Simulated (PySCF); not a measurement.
# Sulfur: a sound run and one with changed settings

Sound run: S [Ne] 3s2 3p4, S⁺ [Ne] 3s2 3p3. Computed with PySCF 2.14 in pcseg-2 (5s4p2d1f, 34 functions), with the non-relativistic Hamiltonian (point nucleus). The sound run starts from symmetry-adapted Hartree-Fock orbitals and uses a fine grid where one is needed.

Changed run: 14 angular points. This setting is unsound on purpose.

```tsv
species	method	sound run (hartree)	changed run (hartree)	converged
S	UHF	-397.50176	-397.50176	yes
S	M06-L	-398.10733	-398.10806	yes
S	PBE	-397.94774	-397.94774	yes
S⁺	UHF	-397.16238	-397.16238	yes
S⁺	M06-L	-397.73191	-397.73191	yes
S⁺	PBE	-397.56407	-397.56407	yes
```

Ionisation energy of S:

```
method  sound run (eV)  changed run (eV)
   UHF           9.235             9.235
 M06-L          10.216            10.236
   PBE          10.440            10.440
```

A coarse angular grid integrates products of high-l functions wrongly, so density functionals can shift, and the SCF can exploit the error; Hartree-Fock and MP2 need no grid.

For comparison, NIST gives 10.360 eV between the lowest levels.
